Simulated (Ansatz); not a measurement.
**BH4NS (SMILES NBS): functionals against CCSD(T) at one geometry**

An exercise on one series of results from a longer session: the logs are not shown, and one member is left open.

Computed with Ansatz 0.2.0, Gaussian basis. Level: single points in def2-TZVPP.

Cores are frozen in the correlated methods.

**The starting structure**

7 atoms, charge 0, spin multiplicity 1.

Atoms are counted from 1 here; the program's logs count them from 0.

Bond lengths: N1–B2 1.424 Å, N1–H4 1.071 Å, N1–H5 1.155 Å, B2–S3 1.776 Å, B2–H6 1.289 Å, S3–H7 1.349 Å. Angles: B2–N1–H4 126.6°, B2–N1–H5 119.1°, H4–N1–H5 114.0°, N1–B2–S3 122.0°, N1–B2–H6 117.5°, S3–B2–H6 120.2°, B2–S3–H7 99.4°.

As a file:

| atom | x (Å) | y (Å) | z (Å) |
| --- | --- | --- | --- |
| N1 | -0.58650 | 0.37760 | -0.63020 |
| B2 | 0.04520 | 0.21430 | 0.63540 |
| S3 | 1.34180 | -0.97120 | 0.89540 |
| H4 | -0.43770 | -0.22740 | -1.50180 |
| H5 | -1.42070 | 1.16830 | -0.74350 |
| H6 | -0.42900 | 0.88520 | 1.62920 |
| H7 | 1.44120 | -1.46840 | -0.35460 |

The first run:

Input file run/in.yaml:

```yaml
crystal:
  periodic: [false, false, false]
  atoms:
    - {symbol: N, position_ang: [-0.586500, 0.377600, -0.630200]}
    - {symbol: B, position_ang: [0.045200, 0.214300, 0.635400]}
    - {symbol: S, position_ang: [1.341800, -0.971200, 0.895400]}
    - {symbol: H, position_ang: [-0.437700, -0.227400, -1.501800]}
    - {symbol: H, position_ang: [-1.420700, 1.168300, -0.743500]}
    - {symbol: H, position_ang: [-0.429000, 0.885200, 1.629200]}
    - {symbol: H, position_ang: [1.441200, -1.468400, -0.354600]}
basis:
  gaussian: {orbitals: def2-TZVPP}
correlation: {method: ccsd_t}
output: {forces: true}
```

The command line of these runs was not kept.

Steps of the session up to this table: CCSD(T)/def2-TZVPP; PBE0-D4/def2-TZVPP; wB97M-V/def2-TZVPP; r2SCAN-D4/def2-TZVPP; PBE-D4/def2-TZVPP; CAM-B3LYP-D4/def2-TZVPP; BHLYP-D4/def2-TZVPP.

One of the session's tables, all rows but one given; the rest of the session is left out.

| method | RMS force component (eV/Å) | angle to CCSD(T) forces (°) | dipole (D) |
| --- | --- | --- | --- |
| CCSD(T) | 1.501 | reference | 2.58 |
| PBE0-D4 | ? | ? | ? |
| wB97M-V | 1.503 | 2.6 | 2.58 |
| r2SCAN-D4 | 1.454 | 3.3 | 2.64 |
| PBE-D4 | 1.358 | 5.6 | 2.61 |
| CAM-B3LYP-D4 | 1.487 | 4.5 | 2.60 |
| BHLYP-D4 | 1.615 | 5.6 | 2.55 |

**Question.** Estimate the row for PBE0-D4.

**Answer.** RMS force component (eV/Å): 1.483; angle to CCSD(T) forces (°): 4.3; dipole (D): 2.62. In the column «RMS force component (eV/Å)» it lies between r2SCAN-D4 (1.454) and CAM-B3LYP-D4 (1.487).
